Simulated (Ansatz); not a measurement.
## Isomers

Structures of CH4NSi (charge +1), closed shell, relaxed at PBE0-D4/def2-TZVP (vibrations not checked; lower isomers may exist, and structures with a doubtful reference or unclear bonds are left out). Ansatz 0.2.0; basis: def2-TZVPP; cores frozen in the correlated methods. B3LYP uses VWN-RPA correlation.

Question: Rank them by CCSD(T) energy, lowest first, and give each one's height above the lowest. Links in brackets join atoms within 1.22 times the sum of their covalent radii (1.1 for two metals). (Judge from chemistry; the value comes from the calculation.)
A.
CH₄NSi ([CH2][N][SiH2]), total charge +1
```
7
angstrom
C -1.1878 0.2539 -0.7646
N -0.1538 0.0325 -0.0989
Si 1.1781 -0.2523 0.7581
H -1.1266 0.6835 -1.7678
H -2.1757 0.0230 -0.3579
H 1.6590 0.8283 1.6256
H 1.8069 -1.5689 0.6054
```
B.
CH₄NSi ([CH][N][SiH3]), total charge +1
```
7
angstrom
C -0.7555 -1.6658 0.1887
N -0.2882 -0.6357 0.0712
Si 0.4728 1.0424 -0.1182
H -1.1989 -2.6432 0.3001
H -0.0459 1.4442 -1.4345
H -0.0895 1.7432 1.0463
H 1.9052 0.7149 -0.0536
```
C.
CH₄NSi ([CH]1[NH][SiH2]1), total charge +1
```
7
angstrom
C -0.7568 -0.5750 -0.2584
N -0.0602 0.3198 -0.8452
Si 0.5384 0.1214 0.8327
H -1.5881 -1.1651 -0.6359
H -0.1137 0.6916 -1.7940
H 0.1691 1.2048 1.7498
H 1.8113 -0.5976 0.9509
```
D.
CH₄NSi ([CH2][NH][SiH]), total charge +1
```
7
angstrom
C -1.1671 0.2103 -0.7639
N -0.0203 -0.2900 -0.5144
Si 0.5469 -0.6724 1.2682
H -1.4849 0.4245 -1.7826
H -1.8412 0.4265 0.0640
H 0.5747 -0.4749 -1.3216
H 1.8572 -1.1902 0.7179
```

Answer: The calculation gives: B (0.0 kJ/mol), A (46.3 kJ/mol), C (65.1 kJ/mol), D (69.9 kJ/mol). Heights count from the lowest.

Question: Do PBE-D4, r2SCAN-D4, PBE0-D4, B3LYP-D4, wB97M-V, HF, MP2 give the same order? (Judge from chemistry; the calculation decides.)

Answer: Computed: Lowest first: HF B < A < D < C. The others agree with CCSD(T).

No T1 diagnostic of these runs exceeds 0.020. The restricted Hartree–Fock reference is unstable towards an unrestricted one at one or more of these structures.

For scale, one of the runs: CCSD(T)/def2-TZVPP, 160 basis functions, launched by `ansatz run in.yaml --threads 2 --pin off --events-out ev --progress --plain --max-ram 4352MiB`. The run took 18 s on 2 CPU threads of an Arm Neoverse V2 (shared host), with 1.1 GiB of host memory at its peak.
